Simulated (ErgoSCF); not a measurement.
# C2H− (SMILES [C-]#C): levels of theory compared

We compute a comparison of 6 runs (HF/STO-3G, HF/3-21G, HF/cc-pVDZ, HF/def2-SVP, BLYP/STO-3G, B3LYP/6-31G*) of C2H−. 

Program for the calculation: ErgoSCF 3.8.

5 further runs of the same task are left out: 3 that didn't finish, 2 set aside as unsound or not needed.

## 1. The system as given

C2H− has 3 atoms, charge -1, and is taken as a singlet. SMILES: `[C-]#C`. Geometry: relaxed at PBE0-D4/def2-TZVPD.

Bond lengths: C1–C2 1.239 Å, C2–H3 1.071 Å. Angles: C1–C2–H3 180.0°.

## 2. A single-point energy at HF/STO-3G (run 1)

input.ego

```
set_nthreads("env")
molecule_inline Angstrom
C  0.629700 0.896400 0.445600
C  -0.029800 -0.042400 -0.020900
H  -0.599900 -0.854000 -0.424700
EOF
tmpdir = "."
scf.use_diagonalization = 1
scf.max_number_of_iterations = 120
charge = -1
scf.output_mulliken_pop = 1
basis = "STO-3G"
run "HF"
```

The basis set STO-3G is read from a file made from the Basis Set Exchange's data (not shown).

Started as:

```sh
$ ergo < input.ego
```

The log of the run:

```text
INMA ERGO version 3.8
INMA C (charge=6.0) 1.189961 1.693951 0.842062
INMA C (charge=6.0) -0.056314 -0.080124 -0.039495
INMA H (charge=1.0) -1.133647 -1.613826 -0.802567
INMA  use_diagonalization := 1
INMA  max_number_of_iterations := 120
INMA  charge := -1
INMA  output_mulliken_pop := 1
INMA  basis := STO-3G
INMA Basis really set to STO-3G
INMA running HF
INMA Running HF
INSC SCF_general constructor, number of basis functions: 11
INSC Min internuclear distance:      2.02365 a.u.  =      1.07087 Angstrom
INSC Max internuclear distance:      4.36410 a.u.  =      2.30938 Angstrom
INSC Euclidean norm of overlap matrix =          1.97958418362  (acc 1.49e-08)
INSC Euclidean norm of invCholFactor after truncation =          2.53595529213
INSC Beginning of SCF cycle 1
INSC nuclearEnergy, energy_2el, energy = 19.721480, 48.084836, -60.243176
INSC Energy   1 =        -60.24317582085
INSC maxabs FDS-SDF is     4.48
INDE E_HOMO =         -0.01836646116
INDE E_LUMO =          0.44001384812
INSC Beginning of SCF cycle 2
INSC nuclearEnergy, energy_2el, energy = 19.721480, 52.270996, -74.927061
INSC Energy   2 =        -74.92706141623
INSC maxabs FDS-SDF is    0.267
INSC using DIIS to get combined Fock matrix, number of iters used for DIIS:  2
INDE E_HOMO =          0.21225754377
INDE E_LUMO =          0.86500644141
INSC Beginning of SCF cycle 3
INSC nuclearEnergy, energy_2el, energy = 19.721480, 51.970860, -74.998032
INSC Energy   3 =        -74.99803225427  ( diff     -0.070970838039273 )
INSC maxabs FDS-SDF is    0.187
INSC using DIIS to get combined Fock matrix, number of iters used for DIIS:  3
INDE E_HOMO =          0.10065625215
INDE E_LUMO =          0.83024923210
INSC Beginning of SCF cycle 4
INSC nuclearEnergy, energy_2el, energy = 19.721480, 51.715153, -75.060077
INSC Energy   4 =        -75.06007724457  ( diff     -0.062044990302866 )
INSC maxabs FDS-SDF is   0.0152
INSC using DIIS to get combined Fock matrix, number of iters used for DIIS:  4
INDE E_HOMO =          0.07123346453
INDE E_LUMO =          0.81217216878
INSC Beginning of SCF cycle 5
INSC nuclearEnergy, energy_2el, energy = 19.721480, 51.676035, -75.060581
INSC Energy   5 =        -75.06058066448  ( diff     -0.000503419916072 )
INSC maxabs FDS-SDF is  0.00044
INSC using DIIS to get combined Fock matrix, number of iters used for DIIS:  5
INDE E_HOMO =          0.07188102264
INDE E_LUMO =          0.81172507671
INSC Beginning of SCF cycle 6
INSC nuclearEnergy, energy_2el, energy = 19.721480, 51.676259, -75.060582
INSC Energy   6 =        -75.06058234771  ( diff     -0.000001683220745 )
INSC maxabs FDS-SDF is 0.000173
INSC using DIIS to get combined Fock matrix, number of iters used for DIIS:  6
INDE E_HOMO =          0.07190100988
INDE E_LUMO =          0.81186676407
INSC Beginning of SCF cycle 7
INSC nuclearEnergy, energy_2el, energy = 19.721480, 51.676520, -75.060583
INSC Energy   7 =        -75.06058255570  ( diff     -0.000000207991334 )
INSC maxabs FDS-SDF is 2.67e-05
INSC using DIIS to get combined Fock matrix, number of iters used for DIIS:  7
INDE E_HOMO =          0.07191227814
INDE E_LUMO =          0.81186075980
INSC Beginning of SCF cycle 8
INSC nuclearEnergy, energy_2el, energy = 19.721480, 51.676558, -75.060583
INSC Energy   8 =        -75.06058255979  ( diff     -0.000000004096805 )
INSC maxabs FDS-SDF is 1.04e-06
INSC using DIIS to get combined Fock matrix, number of iters used for DIIS:  8
INDE E_HOMO =          0.07191015672
INDE E_LUMO =          0.81186195454
INSC Beginning of SCF cycle 9
INSC nuclearEnergy, energy_2el, energy = 19.721480, 51.676556, -75.060583
INSC Energy   9 =        -75.06058255980  ( diff     -0.000000000008527 )
INSC maxabs FDS-SDF is 9.86e-08
RESC CONVERGED after   9 iterations.
RESC FINAL ENERGY:        -75.06058255980
TISC Main SCF loop took      0.10 usr cpu s       0.01 sys cpu s       0.11 wall s
INSC SCF: dipole_moment_x [atomic units] =      -0.84158969
INSC SCF: dipole_moment_y [atomic units] =      -1.19805890
INSC SCF: dipole_moment_z [atomic units] =      -0.59577439
INSC Sum of Mulliken charges (electrons):      14.0000000
INSC Mulliken charge of atom 0 =      -0.4429988
INSC Mulliken charge of atom 1 =      -0.4878099
INSC Mulliken charge of atom 2 =      -0.0691913
INSC Sum of Mulliken atomic charges:      -1.0000000
```

Wall time 0.55 s (1 thread of Intel Xeon Platinum 8488C (Sapphire Rapids), shared host); peak memory 0.26 GiB.

## 3. A single-point energy at HF/3-21G (run 2)

molecule.xyz

```xyz
3

C      0.629700     0.896400     0.445600
C     -0.029800    -0.042400    -0.020900
H     -0.599900    -0.854000    -0.424700
```

job.ego

```
set_nthreads(1)
molecule "molecule.xyz"
charge = -1
scf.output_mulliken_pop = 1
basis = "3-21G"
scf.use_diagonalization = 1
scf.max_number_of_iterations = 120
tmpdir = "."
run "HF"
```

The basis set 3-21G is read from a file made from the Basis Set Exchange's data (not shown).

Started as:

```sh
$ ergo < job.ego
```

The log of the run:

```text
[...]
INSC SCF_general constructor, number of basis functions: 20
[...]
INSC Energy   1 =        -44.37374277219
[...]
INDE E_LUMO =          0.52935954716
[...]
INSC Energy  11 =        -75.74969535910  ( diff     -0.000000000002004 )
[...]
RESC CONVERGED after  11 iterations.
RESC FINAL ENERGY:        -75.74969535910
[...]
INSC SCF: dipole_moment_x [atomic units] =      -1.03350193
INSC SCF: dipole_moment_y [atomic units] =      -1.47126626
INSC SCF: dipole_moment_z [atomic units] =      -0.73169810
[...]
```

Wall time 0.6 s (1 thread of Intel Xeon Platinum 8488C (Sapphire Rapids), shared host); peak memory 0.26 GiB.

Run 3 isn't shown in full; the table further down has it.

## 4. A single-point energy at HF/def2-SVP (run 4)

geom.xyz

```xyz
3
C2H
C      0.629700     0.896400     0.445600
C     -0.029800    -0.042400    -0.020900
H     -0.599900    -0.854000    -0.424700
```

input.ego

```
set_nthreads("env")
molecule "geom.xyz"
basis = "def2-SVP"
tmpdir = "."
scf.max_number_of_iterations = 120
charge = -1
scf.output_mulliken_pop = 1
scf.use_diagonalization = 1
run "HF"
```

The basis set def2-SVP is read from a file made from the Basis Set Exchange's data (not shown).

Started as:

```sh
$ ergo input.ego
```

The log of the run:

```text
[...]
INSC SCF_general constructor, number of basis functions: 33
[...]
INSC Energy   1 =        -26.91575551167
[...]
INDE E_LUMO =          0.40572393655
[...]
INSC Energy  16 =        -76.13182444361  ( diff     -0.000000000002188 )
[...]
RESC CONVERGED after  16 iterations.
RESC FINAL ENERGY:        -76.13182444361
[...]
INSC SCF: dipole_moment_x [atomic units] =      -1.09612112
INSC SCF: dipole_moment_y [atomic units] =      -1.56040437
INSC SCF: dipole_moment_z [atomic units] =      -0.77598786
[...]
```

It took 1.8 s on 1 thread of Intel Xeon Platinum 8488C (Sapphire Rapids), shared host; peak memory 0.26 GiB.

Run 5 isn't shown in full; the table further down has it.

## 5. The energy at B3LYP/6-31G(d) (spherical functions) (run 6)

run.inp

```
set_nthreads(1)
molecule_inline
C      1.18996054     1.69395050     0.84206196
C     -0.05631384    -0.08012439    -0.03949528
H     -1.13364670    -1.61382611    -0.80256669
EOF
charge = -1
XC.angint = 41
tmpdir = "."
scf.output_mulliken_pop = 1
scf.max_number_of_iterations = 120
XC.sparse_mode = 0
basis = "6-31G*"
scf.use_diagonalization = 1
XC.radint = 1e-11
run "B3LYP-G"
```

The basis set 6-31G* is read from a file made from the Basis Set Exchange's data (not shown).

Started as:

```sh
$ ergo < run.inp
```

The log of the run:

```text
[...]
INDF Weighted mixed functional:
[...]
INSC Energy   1 =        -32.18590058082
[...]
INDE E_LUMO =          0.35118895032
[...]
INSC Energy  11 =        -76.67967466869  ( diff     -0.000000000010161 )
[...]
RESC CONVERGED after  11 iterations.
RESC FINAL ENERGY:        -76.67967466869
[...]
INSC SCF: dipole_moment_x [atomic units] =      -1.03432639
INSC SCF: dipole_moment_y [atomic units] =      -1.47242941
INSC SCF: dipole_moment_z [atomic units] =      -0.73218956
[...]
```

It took 1.9 s on 1 thread of Intel Xeon Platinum 8488C (Sapphire Rapids), shared host; peak memory 0.26 GiB.

## 6. Overview of the runs

```
run                               level     task           solver  energy (Eh)  wall time
  1                           HF/STO-3G   energy  diagonalisation   -75.060583     0.55 s
  2                            HF/3-21G   energy  diagonalisation   -75.749695      0.6 s
  3                          HF/cc-pVDZ  excited     purification   -76.196036      4.5 s
  4                         HF/def2-SVP   energy  diagonalisation   -76.131824      1.8 s
  5                         BLYP/STO-3G   energy  diagonalisation   -75.539885      1.6 s
  6  B3LYP/6-31G* (spherical functions)   energy  diagonalisation   -76.679675      1.9 s
```

## 7. Outcome

| quantity | value |
| --- | --- |
| run 6: total energy | -76.67967 Eh |

In words: Totals of different functionals can't be ranked against each other. In runs 1, 5 the basis is minimal, so the values are rough. All runs together took 11 s, the longest 4.5 s.
